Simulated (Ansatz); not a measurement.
## HGeP, triplet in cc-pVDZ: errors against UCCSDT(Q)

Geometry: displaced at random from a stationary point.

| atom | x (Å) | y (Å) | z (Å) |
| --- | --- | --- | --- |
| Ge | 0.0497 | -0.0339 | 0.6824 |
| P | -0.1152 | 0.0295 | -1.6260 |
| H | -0.0386 | 1.5367 | 0.7900 |

Basis cc-pVDZ; Ansatz 0.2.0. Correlated methods freeze the noble-gas cores and the filled d shells of p-block atoms, which leaves 10 electrons in 31 orbitals. Prefix R: restricted or restricted open-shell reference; prefix U: unrestricted. Active spaces: valence = (10e, 9o) chosen from the atoms' valence shells. No spin–orbit coupling is included, and no scalar relativity.

Full CI isn't at hand for all of this; UCCSDT(Q) serves as the reference, and is uncertain by about the last step of the cluster series. The frozen core follows each run's orbitals, which can shift R against U totals by a few meV for light atoms and by up to 0.1 eV past Ca.

Coupled cluster chose its determinant by trial CCSD, here up to 0.03 eV above the lowest Hartree–Fock solution of its kind, and MP2 stands on that determinant too.

- UHF ⟨S²⟩: 2.229
- ⟨S²⟩ of the determinant under UCCSD: 2.019
- T1 diagnostic (RCCSD): 0.0284
- largest doubles amplitude (RCCSD): 0.050
- T1 diagnostic (UCCSD): 0.0260

| level | E − E(UCCSDT(Q)) (kcal/mol) | share of correlation (%) | wall time |
| --- | --- | --- | --- |
| UMP2 | 28.46 | 77.30 | – |
| UCCSD | 4.76 | 96.20 | – |
| UCCSD(T) | 1.15 | 99.08 | 15 s |
| UCCSDT | 0.26 | 99.79 | – |

The correlation energy at UCCSDT(Q), counted from RHF, is -5.438 eV. That run took 32 s on 1 thread of Arm Neoverse V2, shared host.

Run but not shown, since their state or frozen core can't be matched to the reference's or they repeat it: RHF, UHF, RMP2, CISD, RCCSD, RCCSD(T), BCCD(T), RCCSDT, RCCSDT(Q), CASSCF (valence space), NEVPT2 (valence space), MRCISD (valence space), MRCISD+Q (valence space).

Times hold each run's SCF and search for its determinant on a shared host, so for small cases they say little of a method's own cost; they ran on 1 thread of Arm Neoverse V2.

Natural occupations of CASSCF (valence space) about the gap: 1.990 1.981 1.969 1.929 1.004 0.998 0.065 0.036 0.028; effectively unpaired electrons, Σ n²(2−n)², 2.05.
